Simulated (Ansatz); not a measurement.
# CH6AlO+: one structure at several levels

The task here is to estimate one member of a computed series from the others.

The runs use Ansatz 0.2.0, Gaussian basis; single points in def2-TZVPP.

Cores are frozen in the correlated methods.

## The starting structure

SMILES `C[OH+][AlH2]`, 9 atoms, charge 1, spin multiplicity 1.

Atoms are counted from 1 here; the program's logs count them from 0.

Bond lengths: C1–O2 1.433 Å, C1–H4 1.140 Å, C1–H5 1.099 Å, C1–H6 1.079 Å, O2–Al3 1.842 Å, O2–H7 0.975 Å, Al3–H8 1.593 Å, Al3–H9 1.616 Å. Angles: O2–C1–H4 106.1°, O2–C1–H5 112.7°, O2–C1–H6 106.8°, H4–C1–H5 112.0°, H4–C1–H6 106.1°, H5–C1–H6 112.6°, C1–O2–Al3 125.5°, C1–O2–H7 115.6°, Al3–O2–H7 118.1°, O2–Al3–H8 112.6°, O2–Al3–H9 111.5°, H8–Al3–H9 133.4°.

Coordinates:

```xyz
9

C    -0.3309    1.0616   -0.5929
O     0.3428   -0.1931   -0.4370
Al    0.2303   -1.2915    1.0380
H    -0.9164    1.2278    0.3711
H    -0.9809    1.0868   -1.4789
H     0.4316    1.8252   -0.6152
H     1.0242   -0.3908   -1.1058
H     1.2032   -2.5488    0.9413
H    -0.5140   -0.5545    2.2685
```

Set-up of the first run:

Contents of run/in.yaml:

```yaml
crystal:
  periodic: [false, false, false]
  atoms:
    - {symbol: C, position_ang: [-0.330913, 1.061569, -0.592912]}
    - {symbol: O, position_ang: [0.342804, -0.193076, -0.436978]}
    - {symbol: Al, position_ang: [0.230263, -1.291489, 1.038017]}
    - {symbol: H, position_ang: [-0.916398, 1.227755, 0.371058]}
    - {symbol: H, position_ang: [-0.980866, 1.086815, -1.478871]}
    - {symbol: H, position_ang: [0.431604, 1.825170, -0.615223]}
    - {symbol: H, position_ang: [1.024152, -0.390840, -1.105846]}
    - {symbol: H, position_ang: [1.203173, -2.548786, 0.941306]}
    - {symbol: H, position_ang: [-0.513950, -0.554547, 2.268493]}
basis:
  gaussian: {orbitals: def2-TZVPP}
total_charge: 1
hamiltonian: {xc: pbe, dispersion: d4}
output: {forces: true}
```

The run is started by

```
$ ansatz run in.yaml --threads 2 --pin off --events-out ev --progress --plain --max-ram 3481MiB
```

Among the steps run: PBE-D4/def2-TZVPP; r2SCAN-D4/def2-TZVPP; PBE0-D4/def2-TZVPP; wB97M-V/def2-TZVPP; CCSD(T)/def2-TZVPP.

One of the session's tables, all rows but one given; the rest of the session is left out.

```
   method  RMS force component (eV/Å)  angle to CCSD(T) forces (°)
   PBE-D4                           ?                            ?
r2SCAN-D4                       0.714                          2.8
  PBE0-D4                       0.658                          6.2
  wB97M-V                       0.740                          3.9
  CCSD(T)                       0.732                    reference
```

**Question.** Estimate the row for PBE-D4.

As computed: RMS force component (eV/Å): 0.644; angle to CCSD(T) forces (°): 12.3. In the column «RMS force component (eV/Å)» it is the lowest.
